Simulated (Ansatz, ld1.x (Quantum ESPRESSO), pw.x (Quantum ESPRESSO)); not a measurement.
# From atom to crystal: RRKJ potential for bromine

```
Element                 : Br
Generator               : ld1.x (Quantum ESPRESSO) 7.5
Type                    : norm-conserving RRKJ (Kleinman–Bylander form)
Functional              : LDA (PW92)
Relativity              : scalar-relativistic
Frozen core             : [Ar] 3d10
Valence charge          : 7
Reference configuration : 4s1 4p6
Partial waves           : 4s (bound): rc 1.35 bohr; 4p (bound): rc 1.80 bohr; 4d channel at 0.1 Ry: rc 1.44 bohr
Local potential         : all-electron potential smoothed inside 1.35 bohr (lloc = -1)
Core correction         : a·sin(br)/r model core inside 0.95 bohr
rho0                    : 0.02
```

Atomic tests: cutoffs needed: 60 Ry and 90 Ry (the cutoffs (Ry, on a coarse ladder) from which the occupation-weighted sum of valence levels, in a spherical-Bessel basis at the reference potential, stays within 10 and 1 mRy of its value at 400 Ry); ghost test: no extra level below or beside the all-electron valence levels (s, p, d, f tested) (spherical-Bessel basis up to 400 Ry, 20 bohr box); largest excitation error: +31 meV (all-electron minus pseudo) for 4s2 4p2, out of 7 test configurations.

Crystal test: fcc Br in pw.x 7.5, no spin, 13³ k-points, Fermi–Dirac smearing 0.01 Ry, cutoffs 110/440 Ry. The lattice is a test structure that the element need not adopt, and mesh and smearing are coarse.

pw.x input:

```
&control
  calculation='scf', prefix='x', pseudo_dir='./', outdir='./tmp', tstress=.true., disk_io='low'
/
&system
  ibrav=0, nat=1, ntyp=1, ecutwfc=110, ecutrho=440, nbnd=11,
  occupations='smearing', smearing='fd', degauss=0.01
/
&electrons
  conv_thr=1e-09, mixing_beta=0.4, electron_maxstep=70
/
ATOMIC_SPECIES
Br 1.0 Br.UPF
CELL_PARAMETERS angstrom
  0.00000000 2.25949894 2.25949894
  2.25949894 0.00000000 2.25949894
  2.25949894 2.25949894 0.00000000
ATOMIC_POSITIONS crystal
Br 0.0000 0.0000 0.0000
K_POINTS automatic
13 13 13 0 0 0
```

```bash
pw.x < Br.scf.in > Br.scf.out
```

How does the run end?

It converges; the pressure is -0.36 GPa against -0.01 GPa from all-electron LAPW.  The log shows:

```
Message from routine setup:
     using ibrav=0 with symmetry is DISCOURAGED, use correct ibrav instead
     lattice parameter (alat)  =       6.0385  a.u.
     unit-cell volume          =     155.6908 (a.u.)^3
     number of electrons       =         7.00
     number of Kohn-Sham states=           11
     kinetic-energy cutoff     =     110.0000  Ry
     charge density cutoff     =     440.0000  Ry
     scf convergence threshold =      1.0E-09
     Exchange-correlation= PW
     number of k points=    84  Fermi-Dirac smearing, width (Ry)=  0.0100
     iteration #  1     ecut=   110.00 Ry     beta= 0.40
     total energy              =     -39.79211128 Ry
     estimated scf accuracy    <       0.00946056 Ry
     iteration #  2     ecut=   110.00 Ry     beta= 0.40
     total energy              =     -39.79188552 Ry
     estimated scf accuracy    <       0.00134568 Ry
     iteration #  3     ecut=   110.00 Ry     beta= 0.40
     total energy              =     -39.79215061 Ry
     estimated scf accuracy    <       0.00001656 Ry
     iteration #  4     ecut=   110.00 Ry     beta= 0.40
     total energy              =     -39.79215182 Ry
     estimated scf accuracy    <       0.00000048 Ry
     iteration #  5     ecut=   110.00 Ry     beta= 0.40
     total energy              =     -39.79215201 Ry
     estimated scf accuracy    <       0.00000001 Ry
     iteration #  6     ecut=   110.00 Ry     beta= 0.40
     the Fermi energy is     5.5872 ev
!    total energy              =     -39.79215201 Ry
     estimated scf accuracy    <          1.4E-11 Ry
     smearing contrib. (-TS)   =      -0.00589361 Ry
     The total energy is F=E-TS. E is the sum of the following terms:
     one-electron contribution =       3.27483961 Ry
     hartree contribution      =       2.05988614 Ry
     xc contribution           =     -18.81337683 Ry
     ewald contribution        =     -26.30760732 Ry
     convergence has been achieved in   6 iterations
          total   stress  (Ry/bohr**3)                   (kbar)     P=       -3.58
```
